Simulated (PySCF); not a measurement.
Work out the structure from these simulated measurements.

Elements present: C, H and P. Monoisotopic mass: 84.0129 u.

| Property | Result |
| --- | --- |
| Polarisability | 70.6 au [CAM-B3LYP/def2-SVPD] |
| 1H NMR | chemical shifts (computed TMS as zero) by class: 9.32 (1 H), 8.71 (1 H), 3.03 (2 H), 2.24 (1 H) ppm [GIAO PBE0/pcSseg-1] |
| Rotational structure | rotational constants A, B, C: 8.472, 2.810, 2.138 GHz [GFN2-xTB] |
| Triplet | lowest triplet excitation (Tamm–Dancoff): 2.97 eV [TDA CAM-B3LYP/def2-SVPD] |
| 13C NMR | chemical shifts (computed TMS as zero) by class: 182.9 (1 C), 85.3 (1 C), 81.6 (1 C), 27.1 (1 C) ppm [GIAO PBE0/pcSseg-1] |
| UV, strongest line | among the 8 lowest singlet transitions: S2 at 5.76 eV (215 nm, f = 0.148) [TDDFT CAM-B3LYP/def2-SVPD] |
| NMR, other nuclei | isotropic shieldings of nuclei other than C and H, by class: 16 (1 P) ppm [GIAO PBE0/pcSseg-1] |
| Dipole | 0.52 D [CAM-B3LYP/def2-SVPD] |

The electronic properties come from PySCF, for the isolated species, density fitting. Levels stand in brackets. The structure is a single GFN2-xTB conformer in the gas phase; no vibrational or solvent corrections. Each NMR value is the plain mean over a class of atoms that symmetry, rotation or inversion makes alike.

Question: Which formula fits the mass and the elements?

Answer: C4H5P (calculated 84.0129). No other formula that holds each of these elements comes within 0.0003 u with a fitting electron parity and a possible valence count.

Question: Propose a structure and show how it fits.

Answer: Numbering: `[CH:1]#[C:2][CH2:3][P:4]=[CH2:5]`. 4 carbons fall into 4 classes; from least to most shielded: carbon bonded to P and 2 H [C5] (182.9 ppm), terminal alkyne carbon [C1] (85.3 ppm), alkyne carbon [C2] (81.6 ppm), sp3 carbon bound to phosphorus [C3] (27.1 ppm). Hydrogen classes from least to most shielded: 1 H on a carbon bonded to P and 2 H, C5 (9.32 ppm), 1 H on a carbon bonded to P and 2 H, C5 (8.71 ppm), 2 H on an sp3 carbon bound to phosphorus, C3 (3.03 ppm), 1 H on a terminal alkyne carbon, C1 (2.24 ppm). The other shieldings belong to: 16 ppm, phosphorus bonded to 2 C [P4]. The optimised geometry has point group Cs and is an asymmetric top. Structure: `C#CCP=C`. Computed isomers that give other values at the same levels: `C=CP1C=C1` (13C chemical shifts (computed TMS as zero) by class: 165.8 (1 C), 135.9 (2 C), 133.4 (1 C) ppm); `C=C(C)C#P` (13C chemical shifts (computed TMS as zero) by class: 176.9 (1 C), 140.4 (1 C), 138.4 (1 C), 27.2 (1 C) ppm); `P#CC1CC1` (13C chemical shifts (computed TMS as zero) by class: 191.7 (1 C), 16.2 (2 C), 13.4 (1 C) ppm). The assignments are read from this structure; whether some other isomer fits the data as well wasn't checked.

Conformer computed: `[CH:1]#[C:2][CH2:3][P:4]=[CH2:5]`: C2–C3–P4–C5 0°.
